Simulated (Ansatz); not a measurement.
# BHNO: the cost of one run

The runs use Ansatz 0.2.0, Gaussian basis; PBE0-D4/def2-SVPD.

2 further runs of the same task are left out: 2 that didn't finish.

**1. The system as given**

SMILES `[NH-]B=O`, 4 atoms, charge -1, spin multiplicity 1.

Atoms are counted from 1 here; the program's logs count them from 0.

Bond lengths: N1–B2 1.329 Å, N1–H4 1.012 Å, B2–O3 1.248 Å. Angles: B2–N1–H4 123.2°, N1–B2–O3 171.1°.

Geometry (Å):

```
N    -0.68546    0.24838   -0.43648
B     0.31776   -0.37572    0.17099
O     1.18192   -1.12426    0.67026
H    -0.81422    1.25160   -0.40478
```

**2. Dynamics**

md/in.yaml reads:

```yaml
crystal:
  periodic: [false, false, false]
  atoms:
    - {symbol: N, position_ang: [-0.685460, 0.248380, -0.436480]}
    - {symbol: B, position_ang: [0.317760, -0.375720, 0.170990]}
    - {symbol: O, position_ang: [1.181920, -1.124260, 0.670260]}
    - {symbol: H, position_ang: [-0.814220, 1.251600, -0.404780]}
basis:
  gaussian: {orbitals: def2-SVPD}
total_charge: -1
hamiltonian: {xc: pbe0, dispersion: d4}
md: {n_steps: 60, timestep: 0.5, temperature: 500, ensemble: nve, seed: 733, initial_velocities: maxwell_boltzmann}
```

The run is started by

```sh
> ansatz run in.yaml --threads 2 --pin off --events-out ev --progress --plain --max-ram 3481MiB
```

Q: Estimate wall time and peak memory on 2 threads of Intel Xeon at 2.50GHz, shared host.

About 75 s, with a peak of 0.13 GiB.
